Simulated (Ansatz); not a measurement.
# CHN (singlet): the correlation ladder at distance N1–H3 = 0.997 Å, 6-31G

Aim: climb from Hartree-Fock through coupled cluster and multireference methods for CHN (singlet) at one geometry and basis, and see what each rung misses.

The runs use Ansatz 0.2.0, Gaussian basis; 6-31G, core rule «outside noble gas», up to 2 orbitals frozen.

The runs, in order: UHF; CCSD(T) on RHF; BCCD(T) on RHF; CISD; CCSDT(Q) on RHF; CISDTQ; CCSDTQ on RHF; CASSCF and MRCISD+Q, 2 electrons in 2 orbitals; CASSCF and NEVPT2, 2 electrons in 2 orbitals; CASSCF and MRCISD+Q, 10 electrons in 9 orbitals; CASSCF and NEVPT2, 10 electrons in 9 orbitals; Full CI.

22 further runs of the same task are left out: 1 for a mislabelled method, 12 that didn't finish, 9 set aside as unsound or not needed.

## 1. The system

The geometry derives from a PBE0/def2-TZVP stationary point (not a proven minimum). One bond is set to the value named and the two fragments are kept rigid.

3 atoms, charge 0, spin multiplicity 1.

Atoms are counted from 1 here; the program's logs count them from 0.

Bond lengths: N1–C2 1.163 Å, N1–H3 0.997 Å. Angles: C2–N1–H3 180.0°.

## 2. UHF

The input, in.yaml:

```yaml
crystal:
  periodic: [false, false, false]
  atoms:
    - {symbol: N, position_ang: [0.000000, 0.000000, 0.055493]}
    - {symbol: C, position_ang: [0.000000, 0.000000, -1.107975]}
    - {symbol: H, position_ang: [0.000000, 0.000000, 1.052482]}
basis:
  gaussian: {orbitals: 6-31G}
magnetization: {spin_polarized: true, initial_magnetization: 0}
hamiltonian: {xc: hf}
output: {orbitals: {seedname: orbitals}}
```

The run is started by

```
$ ansatz run in.yaml --threads 1 --pin off --events-out ev --progress --plain --max-ram 2393MiB
```

Further steps of the session: CCSD(T) on RHF; BCCD(T) on RHF; CISD; CCSDT(Q) on RHF; CISDTQ; CCSDTQ on RHF; CASSCF and MRCISD+Q, 2 electrons in 2 orbitals; CASSCF and NEVPT2, 2 electrons in 2 orbitals; CASSCF and MRCISD+Q, 10 electrons in 9 orbitals; CASSCF and NEVPT2, 10 electrons in 9 orbitals; Full CI.

Q: Predict the results of all the runs planned. Wanted: FCI below the RHF energy; RMP2 from FCI; RCCSD from FCI; RCCSD(T) from FCI; RCCSDT(Q) from FCI; NEVPT2 pair from FCI; MRCISD+Q pair from FCI; NEVPT2 valence from FCI; T1 diagnostic.

As calculated:

| quantity | value |
| --- | --- |
| FCI below the RHF energy | -5.5985 eV |
| RMP2 from FCI | +449.4 meV |
| RCCSD from FCI | +241.9 meV |
| RCCSD(T) from FCI | +28.9 meV |
| RCCSDT(Q) from FCI | -0.1 meV |
| NEVPT2 pair from FCI | +459.0 meV |
| MRCISD+Q pair from FCI | +124.7 meV |
| NEVPT2 valence from FCI | +429.1 meV |
| levels within 1 kcal/mol (43 meV) | RCCSD(T), BCCD(T), RCCSDT, CISDTQ, RCCSDT(Q), RCCSDTQ, MRCISD+Q valence |
| T1 diagnostic | 0.020 |
| effectively unpaired electrons | 0.08 |

In words: RCCSD(T) lands +28.9 meV from the yardstick (0.5 % of the correlation energy). One determinant dominates. Of the multireference levels listed MRCISD+Q valence comes nearest in total energy (+30.7 meV), which doesn't show that its space is the better one. These misses are within one basis, not against nature.
